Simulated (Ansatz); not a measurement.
## CH$_{3}$S: competing structures and spins

Ansatz 0.2.0, basis cc-pVDZ; geometries are PBE0/def2-TZVP minima. Wave-function levels freeze the cores; HF, MP2 and coupled cluster are restricted for singlets and unrestricted otherwise, Kohn–Sham unrestricted where that lies lower. NEVPT2 stands on CASSCF in the full valence space. The reference is CCSDT(Q) (coupled cluster only where its series has nearly closed). Semilocal and hybrid functionals correlate all electrons outside any core potential and usually lie nearer their basis limit than the reference, so part of their error here is the reference's basis and frozen-core error; RPA and the MP2 part of double hybrids freeze the same cores as the reference. None of these values is a measured one. Energies are electronic, without zero-point terms. The set is small: such energies can lie up to about 0.3 eV from the limit, spin gaps mostly less, so near ties and functionals' places can change in larger sets. No spin–orbit coupling and no scalar relativity. The species are chosen: bound, without strong static correlation by their natural occupations or amplitudes, and with a ladder that closes on the reference, so errors are smaller than for species at large; levels whose determinant breaks symmetry or spin markedly are left out.

A. doublet; C–S 1.782, C–H 1.091/1.096, angles at C 106/108/111/112°. Coordinates (Å): C -0.007 0.000 1.189; S 0.000 0.000 -0.593; H 1.044 0.000 1.502; H -0.475 0.898 1.594; H -0.475 -0.898 1.594
B. doublet; C–S 1.707, C–H 1.078/1.079, S–H 1.342, angles at S 98°, angles at C 117/121/122°. Coordinates (Å): C 0.000 0.050 1.180; S 0.000 -0.062 -0.524; H 0.000 0.999 1.690; H 0.000 -0.879 1.729; H 0.000 1.252 -0.800

Task: From bonding and spin, estimate the order of these in energy at CCSDT(Q), each at its own geometry.

Result: At CCSDT(Q), above the lowest of those listed: A (0.0 kJ/mol), B (58.1 kJ/mol).

```json
{"level": "CCSDT(Q)", "B less A (kJ/mol)": "58.1"}
{"level": "HF", "B less A (kJ/mol)": "67.0"}
{"level": "MP2", "B less A (kJ/mol)": "62.6"}
{"level": "CCSD(T)", "B less A (kJ/mol)": "58.6"}
{"level": "NEVPT2", "B less A (kJ/mol)": "49.5"}
{"level": "PBE", "B less A (kJ/mol)": "46.6"}
{"level": "B3LYP", "B less A (kJ/mol)": "53.5"}
{"level": "wB97M-V", "B less A (kJ/mol)": "53.3"}
{"level": "B2PLYP", "B less A (kJ/mol)": "56.2"}
{"level": "RPA-PBE", "B less A (kJ/mol)": "66.2"}
```

Every level shown puts the same form lowest.

The geometries are PBE0's, not this basis's own minima.
